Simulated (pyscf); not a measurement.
Structures and frequencies: ωB97X-D3(BJ)/def2-SVP in PySCF.

Task: For the elementary gas-phase step H₃C–CH₂–C•=NH → H₃C–CH₂–C≡N + H atom (H•) (doublet surface; H–N broken, none formed), what barrier and reaction energy does ωB97M-D3(BJ)/def2-TZVP give, measured from the reactant's lowest minimum found?

Result: ΔE‡ = 1.30 eV, ΔE = +0.93 eV. Zero-point energy shifts the barrier by -0.24 eV. It is a bond scission, with an imaginary mode of 1230i cm⁻¹. On the reactant side the descent ends in a point that may be a rotor saddle (no frequency run), 0.18 eV over the lowest minimum found and 1.18 eV under the saddle at ωB97X-D3(BJ)/def2-TZVP. This saddle turned up in a search for another step; its sides and bond changes are read from the two ends of the descent. H₃C–CH₂–C•=NH lies 0.50 eV over its isomer H₃C–C(CH₃)=N• (electronic energy, ωB97M-D3(BJ)/def2-TZVP). One saddle was located; it need not be the lowest between these sides.
